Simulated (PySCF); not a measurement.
C₄H₆, charge +1, multiplicity 2. Atoms are numbered in the order given.

```xyz
10

C      0.1047    -1.8538     0.0000
C     -0.4160    -0.5672     0.0000
C      0.4160     0.5672     0.0000
C     -0.1047     1.8538     0.0000
H      1.1866    -2.0267     0.0000
H     -0.5521    -2.7294     0.0000
H     -1.5036    -0.4301     0.0000
H      1.5036     0.4301     0.0000
H      0.5521     2.7294     0.0000
H     -1.1866     2.0267     0.0000
```
Charge +1, spin multiplicity 2.

Geometry: PBE0-D3(BJ)/def2-SVP. The multiplicity is an assumed one; other spin states were not compared. Other conformers were not sampled.

Calculation: PBE0-D3(BJ)/def2-SVP (PySCF).

No scaling factor is applied to the harmonic values.

Problem. Estimate the vibrational spectrum. (An estimate is asked for; the answer gives what the named calculation found.)

Solution. 
```
mode  ν (cm⁻¹)  IR (km/mol)  moving atoms (share of kinetic energy)
----  --------  -----------  --------------------------------------
1          191          5.8                          C 71 %, H 29 %
2          292          1.3                          C 60 %, H 40 %
3          431          1.6                                 H 100 %
4          515          0.0                          C 69 %, H 31 %
5          515          0.0                          H 79 %, C 21 %
6          911          0.0                          H 75 %, C 25 %
7          936          0.0                          H 62 %, C 38 %
8          993          0.7                          H 82 %, C 18 %
9         1012         68.2                           H 92 %, C 8 %
10        1036         11.7                          H 68 %, C 32 %
11        1046          0.0                          H 61 %, C 39 %
12        1278          0.0                          H 83 %, C 17 %
13        1281         62.8                          H 53 %, C 47 %
14        1292          0.0                          C 65 %, H 35 %
15        1350         93.0                          H 68 %, C 32 %
16        1476          0.0                          H 74 %, C 26 %
17        1513         38.9                          H 58 %, C 42 %
18        1682          0.0                          C 85 %, H 15 %
19        3168         35.7                                  H 95 %
20        3170          0.0                                  H 95 %
21        3199          0.0                           H 91 %, C 9 %
22        3205          8.5                           H 92 %, C 8 %
23        3292         34.0                          H 89 %, C 11 %
24        3293          0.2                          H 89 %, C 11 %
```
